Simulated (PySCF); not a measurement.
**Molecular orbitals of O₂**

r²SCAN at R = 1.272 Å; PySCF, no relativity, basis sets O STO-3G. State: ³Σg⁻ (triplet), unpaired electrons π ↑↑. Only the outer orbitals are listed.

```csv
spin,orbital,occ.,ε (eV),main shells (%)
α,σg,1,-30.54,"86 s, 14 p"
α,σu,1,-19.21,94 s
α,πu,1,-9.74,100 p
α,πu,1,-9.74,100 p
α,σg,1,-9.70,"86 p, 14 s"
α,πg,1,-3.47,100 p
α,πg,1,-3.47,100 p
α,σu,0,7.57,94 p
β,σg,1,-29.09,"84 s, 16 p"
β,σu,1,-16.93,"92 s, 8 p"
β,σg,1,-8.65,"84 p, 16 s"
β,πu,1,-7.04,100 p
β,πu,1,-7.04,100 p
β,πg,0,-0.15,100 p
β,πg,0,-0.15,100 p
β,σu,0,9.28,"92 p, 8 s"
```

Question: Which are the highest filled and the lowest empty level, where do they sit, and how wide is the gap?

Answer: Highest filled α πg at -3.47 eV (in %: 100 p); lowest empty β πg at -0.15 eV (in %: 100 p); the gap at r²SCAN is 3.32 eV. Both belong to one degenerate shell, split only by its one-sided filling, so this is no excitation gap.

| Quantity | Value |
| --- | --- |
| bond order (Mayer) | 2.00 |
| ⟨S²⟩ | 2.001 |

STO-3G is very small, so such numbers show the basis as much as the molecule. The state is the lowest determinant that a PBE0 search found; another state may lie lower at other levels.
